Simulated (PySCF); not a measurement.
# SiH2F (SMILES F[SiH2]): levels of theory compared

Wanted: a comparison of 6 runs (U-wB97X-V/STO-6G, UM06-2X/STO-6G, UPBE/STO-6G, UPBE0/STO-6G, NEVPT2(13,10)/STO-6G, UCCSDT/STO-6G) of SiH2F. 

Program for the calculation: PySCF 2.14.0.

10 further runs of the same task are left out: 10 set aside as unsound or not needed.

## (1) The molecule

The species is SiH2F (4 atoms), meant as a doublet with charge 0. As SMILES, `F[SiH2]`. The Si2–H4 distance was set to 4.053 Å, away from the relaxed value. At this shape a bond of the SMILES string is far longer than usual.

Bond lengths: F1–Si2 1.621 Å, Si2–H3 1.448 Å. Angles: F1–Si2–H3 104.7°.

## (2) A single-point energy at U-wB97X-V/STO-6G (run 1)

Contents of job.py:

```python
from pyscf import gto, dft

mol = gto.M(
    atom=[
    ('F', (0.740038, 2.080735, -2.551110)),
    ('Si', (-0.587702, 1.168275, -2.372470)),
    ('H', (-1.685482, 2.111715, -2.387240)),
    ('H', (0.136490, -1.061140, 0.934020)),
],
    max_memory=1860,
    verbose=4,
    basis='sto-6g',
    spin=1,
)

mf = dft.UKS(mol)
mf.xc = 'wb97x-v'
mf.grids.level = 5
mf.nlcgrids.level = 1
mf.conv_tol = 1e-10
mf.kernel()
if not mf.converged:
    mf = mf.newton().run(mf.mo_coeff, mf.mo_occ)

energy = mf.e_tot
print('E = %.10f Eh' % energy)
```

Run with:

```
$ OMP_NUM_THREADS=1 python job.py
```

The log of the run:

```text
PySCF version 2.14.0

[INPUT] num. atoms = 4
[INPUT] num. electrons = 25
[INPUT] charge = 0
[INPUT] spin (= nelec alpha-beta = 2S) = 1
[INPUT] symmetry False subgroup None
[INPUT] Mole.unit = angstrom
[INPUT] Symbol           X                Y                Z      unit          X                Y                Z       unit  Magmom
[INPUT]  1 F      0.740038000000   2.080735000000  -2.551110000000 AA    1.398469141771   3.932019287797  -4.820899213639 Bohr   0.0
[INPUT]  2 Si    -0.587702000000   1.168275000000  -2.372470000000 AA   -1.110595822859   2.207719788176  -4.483318538747 Bohr   0.0
[INPUT]  3 H     -1.685482000000   2.111715000000  -2.387240000000 AA   -3.185099367884   3.990563003136  -4.511229793607 Bohr   0.0
[INPUT]  4 H      0.136490000000  -1.061140000000   0.934020000000 AA    0.257928718742  -2.005263979821   1.765041994866 Bohr   0.0

nuclear repulsion = 51.1532812228275
number of shells = 10
number of NR pGTOs = 96
number of NR cGTOs = 16
basis = sto-6g
ecp = {}

[... 94 lines left out ...]
converged SCF energy = -388.693197745413  <S^2> = 0.75000216  2S+1 = 2.0000022
E = -388.6931977454 Eh
```

It took 32 s on 1 thread of Arm Neoverse N1, shared host; peak memory 0.19 GiB.

## (3) The energy at UM06-2X/STO-6G (run 2)

Contents of job.py:

```python
from pyscf import gto, dft

mol = gto.M(
    atom='''
F    0.740038   2.080735  -2.551110
Si  -0.587702   1.168275  -2.372470
H   -1.685482   2.111715  -2.387240
H    0.136490  -1.061140   0.934020
''',
    charge=0,
    spin=1,
    max_memory=1860,
    verbose=3,
    basis='sto-6g',
)

mf = dft.UKS(mol, xc='m06-2x')
mf.grids.level = 5
mf.conv_tol = 1e-10
mf.kernel()
if not mf.converged:
    mf = mf.newton().run(mf.mo_coeff, mf.mo_occ)

etot = mf.e_tot
print(f'total energy: {etot:.8f} hartree')
```

Run with:

```
$ OMP_NUM_THREADS=1 python job.py
```

The log of the run:

```text
converged SCF energy = -388.699637346562  <S^2> = 0.75000449  2S+1 = 2.0000045
total energy: -388.69963735 hartree
```

Wall time 9.3 s (1 thread of Arm Neoverse N1, shared host); peak memory 0.2 GiB.

Runs 3 to 5 aren't shown in full; the table further down has their settings and results.

## (4) A single-point energy at UCCSDT/STO-6G (run 6)

Contents of run.py:

```python
from pyscf import gto, cc

molecule = gto.Mole()
molecule.atom = 'F 0.740038 2.080735 -2.551110; Si -0.587702 1.168275 -2.372470; H -1.685482 2.111715 -2.387240; H 0.136490 -1.061140 0.934020'
molecule.basis = 'sto-6g'
molecule.verbose = 3
molecule.max_memory = 1860
molecule.spin = 1
molecule.build()

mf = molecule.UHF()
mf.conv_tol = 1e-10
mf.kernel()
if not mf.converged:
    mf = mf.newton().run(mf.mo_coeff, mf.mo_occ)

mycc = cc.CCSDT(mf, frozen=6)
mycc.kernel()
energy = mycc.e_tot
print('E(%s) = %.9f' % ('CCSDT', energy))
```

Run with:

```
$ OMP_NUM_THREADS=1 python run.py
```

The log of the run:

```text
SCF not converged.
SCF energy = -387.847528755568 after 50 cycles  <S^2> = 0.75262012  2S+1 = 2.0026184
converged SCF energy = -387.847541416491  <S^2> = 0.76528006  2S+1 = 2.0152221
_make_eris_incore_UCCSDT

WARN: A large `blksize_v_aaa` is being used, which may cause large memory consumption
      for storing contraction intermediates. If memory is sufficient, consider using
      `pyscf.cc.uccsdt_highm.UCCSDT` instead.

WARN: A large `blksize_v_aab` is being used, which may cause large memory consumption
      for storing contraction intermediates. If memory is sufficient, consider using
      `pyscf.cc.uccsdt_highm.UCCSDT` instead.

UCCSDT converged
E(UCCSDT) = -387.9193239543981   E_corr = -0.07178253790756309
E_corr(same-spin) = -0.0098810907821566
E_corr(oppo-spin) = -0.0619014471254065
E(CCSDT) = -387.919323954
```

Wall time 2.9 s (1 thread of Arm Neoverse N1, shared host); peak memory 0.12 GiB.

## (5) The series

```tsv
run	level	nlc grid	integration grid	energy (Eh)	dipole moment (D) of the reference	HOMO energy (eV)	LUMO energy (eV)	wall time
1	U-wB97X-V/STO-6G	1	5	-388.693198	0.23	-5.19	4.63	32 s
2	UM06-2X/STO-6G	–	5	-388.699637	0.20	-4.08	3.09	9.3 s
3	UPBE/STO-6G	–	5	-388.507402	0.31	-1.38	1.10	7.2 s
4	UPBE0/STO-6G	–	5	-388.560417	0.24	-2.82	2.08	7.2 s
5	NEVPT2(13,10)/STO-6G	–	–	-387.922059	0.67	–	–	28 s
6	UCCSDT/STO-6G	–	–	-387.919324	0.68	-6.06	6.34	2.9 s
```

## (6) Outcome

| quantity | value |
| --- | --- |
| run 6: total energy | -387.91932 Eh |
| run 6: dipole moment (Hartree–Fock density) | 0.68 D |
| run 6: HOMO energy (Hartree–Fock orbitals) (highest over α and β) | -6.06 eV |
| run 6: LUMO energy (Hartree–Fock orbitals) (lowest over α and β) | 6.34 eV |
| run 6: correlation energy (6 core orbitals frozen) | -71.8 mEh |
| run 6: ⟨S²⟩ of the reference determinant | 0.765 |
| run 6: T1 diagnostic | 0.027 |

What this shows: Over runs 1, 2, 3, 4 the dipole moment (its size) runs from 0.20 D (UM06-2X/STO-6G) to 0.31 D (UPBE/STO-6G). Totals of different functionals can't be ranked against each other. In runs 1, 2, 3, 4, 5, 6 the basis is minimal, so the values are rough. All runs together took 86 s, the longest 32 s.
